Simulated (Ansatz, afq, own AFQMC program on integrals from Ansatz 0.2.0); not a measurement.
## SiGeH4, singlet → SiGeH4, triplet

```xyz
6

Si   -0.0007   -0.0931    1.7691
Ge   -0.0001    0.0132   -0.6582
H     0.0020    1.4326    1.8041
H    -0.0315   -1.3611   -1.3540
H     1.2699    0.7478   -1.1427
H    -1.2124    0.8215   -1.1701
```

Connectivity, by distances: SiH–GeH3.

E(triplet, charge +0) − E(singlet, charge +0) at this geometry, on RHF and UHF determinants.

Basis cc-pVTZ. Noble-gas cores (and the filled d shells of Ga–Kr and In–Xe) are frozen. AFQMC by an in-house program on the Cholesky factors that Ansatz 0.2.0 writes for its CCSD(T) run. The CISD trial takes its coefficients from CCSD amplitudes. Released means that phaseless walkers are propagated on without the constraint, phases kept. ± is one standard error of the sampling. No spin–orbit coupling. The errors of all members are added in quadrature.

No full CI on the walks' own integrals is used here. The released AFQMC energy serves as the reference, which it does only where one determinant dominates, the energy is flat over the last release times and near the phaseless one (40 meV or 2 meV an electron, half that with transition metals). On small molecules, where full CI could be run and the noise was under 10 meV, such values lay within 10 meV of it in 19 cases of 20, a flattering rate, since the rule was set on those same cases; what remains of the bias isn't in the error bar. Each member takes its own surest rung, up to full CI.

Errors are counted within cc-pVTZ, not against nature.

Cautions: inner d shell frozen; no relativity below Rb; no spin-orbit coupling; SiGeH₄ (singlet): restricted determinant unstable towards unrestricted (UHF 141 meV lower, ⟨S²⟩ 0.48), the ph-AFQMC/CISD walk drifts between its halves (2.0 errors), the released value is read at 1.62 1/Eh, later times being too noisy (meV from the phaseless value at times in 1/Eh: -3 ± 7 at 0.24, -9 ± 7 at 0.51, -16 ± 9 at 0.99, -18 ± 5 at 1.62, -26 ± 13 at 2.40); SiGeH₄ (triplet): another spin lies lower, the released value is read at 2.40 1/Eh (meV from the phaseless value at times in 1/Eh: -2 ± 8 at 0.24, 2 ± 5 at 0.51, 9 ± 7 at 0.99, 12 ± 6 at 1.62, 6 ± 10 at 2.40); core correlation is missing, and it shifts such a gap most where an s electron is promoted.

Reference (AFQMC with the constraint released): 95.8 ± 1.1 kJ/mol.

```csv
level,vertical spin gap (kJ/mol),error against released AFQMC (kJ/mol)
HF,37.5,-58.3 ± 1.1
MP2,85.4,-10.4 ± 1.1
CCSD,95.0,-0.8 ± 1.1
CCSD(T),96.3,0.4 ± 1.1
ph-AFQMC/CISD,93.6 ± 1.0,-2.3 ± 1.5
```

Correlation beyond CCSD(T) changes it by less than twice the noise. The perturbative (T) step is worth +1.3 kJ/mol.

Released energies are given only where the last usable release times agree within the noise; a slower fall can still hide under it.
